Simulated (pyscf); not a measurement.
`[SiH3][PH][PH2]` → `[SiH2]=[PH]` + `[PH3]`, an elimination (singlet surface; P–P, H–Si broken, H–P formed). Structures and frequencies: ωB97X-D3(BJ)/def2-SVP in PySCF. MP2 and CC: frozen core, UHF for open shells. ΔMP2 is the change of the MP2 total energy from the triple- to the quadruple-zeta basis. Energies in eV from the reactant's lowest minimum found.

Small-basis levels: PySCF, no dispersion term, spherical d functions. 

### Question
In single points HF/STO-3G puts the saddle at 5.63 eV and the reaction energy at +3.17 eV. Should these be trusted to within a few kcal/mol? Compare with CCSD(T)/def2-TZVPP + ΔMP2(QZVPP).

### Answer
CCSD(T)/def2-TZVPP + ΔMP2(QZVPP) gives ΔE‡ = 2.81 eV and ΔE = +1.50 eV. HF/STO-3G lies 2.82 eV over it in the barrier and 1.68 eV over it in the reaction energy, so on this step it does not hold to within 0.13 eV. CCSD(T)/def2-TZVPP + ΔMP2(QZVPP) has limits of its own. The products may also form a dative adduct at H₂Si=PH; it and routes through it were not searched. The same reactants have a lower exit, to HP=PH + SiH₄ (barrier +2.54 eV at ωB97M-D3(BJ), against +2.93 eV here). This is the saddle that the search found; another between the same sides may lie lower. The CCSD(T) − MP2 part came from Ansatz, without density fitting, on the same reference.
